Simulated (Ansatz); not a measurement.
```yaml
crystal:
  periodic: [false, false, false]
  atoms:
    - {symbol: C, position_ang: [-0.245478, -0.166303, -0.915968]}
    - {symbol: C, position_ang: [0.972272, -0.007723, 0.017554]}
    - {symbol: Si, position_ang: [-0.666974, 0.151549, 0.854371]}
    - {symbol: H, position_ang: [-0.408704, -1.155840, -1.329937]}
    - {symbol: H, position_ang: [-0.398047, 0.622216, -1.645474]}
    - {symbol: H, position_ang: [1.567738, -0.898812, 0.186652]}
    - {symbol: H, position_ang: [1.579810, 0.878930, -0.130543]}
    - {symbol: H, position_ang: [-1.148896, 1.490408, 1.254478]}
    - {symbol: H, position_ang: [-1.163219, -0.960823, 1.691768]}
basis:
  gaussian: {orbitals: def2-TZVPP, fitting: {mean_field: def2-universal-jkfit}}
total_charge: 1
magnetization: {spin_polarized: true, initial_magnetization: 1}
hamiltonian: {xc: {name: HF}}
correlation: {method: mp2, frozen_orbitals: {C: 0}}
output: {forces: true}
```

```sh
$ ansatz run in.yaml --threads 2 --pin off --events-out ev --progress --plain --max-ram 4352MiB
```

Task: How does Ansatz answer? (An estimate is asked.)

Result: Ansatz gave: The program refused the input.
```
Functional definition: HF
Error: "frozen_orbitals" has no count for Si
```
